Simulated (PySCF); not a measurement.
# ClH3SSi (ClH2Si(SH)): the cost of one run

Computed with PySCF 2.14.0, with density-fitted response routines of our own, on a single molecule in the gas phase. Atoms are numbered from 0 throughout.

## Step 1: The starting structure

6 atoms, charge 0, multiplicity 1; geometry from: GFN2-xTB.

Bonds of the start (Å): S0–Si1 2.15, Si1–Cl2 2.01, S0–H3 1.33, Si1–H4 1.45, Si1–H5 1.45.

## Step 2: Geometry optimisation at PBE0-D3(BJ)/def2-SVP

What the job is given:

```
{"job": {"xc": "PBE0", "basis": "def2-SVP", "d3": "d3bj", "grid": 1, "kind": "geom"}, "charge": 0, "multiplicity": 1}
S      1.529530    -0.380000    -0.588490
Si    -0.530410    -0.205600    -0.002000
Cl    -1.079190     1.729690     0.036560
H      2.003440     0.572110     0.202440
H     -0.679080    -0.762650     1.332840
H     -1.238050    -0.949580    -1.024510
```

Started as:

```console
OMP_NUM_THREADS=1 python probes_run.py task.json out
```

The driver reads the jobs from task.json and runs them one after another.

**Question.** How long does this first job take on 1 thread of Arm Neoverse N1, shared host, and how much memory does it need?

About 18 s, with a peak of 0.3 GiB.
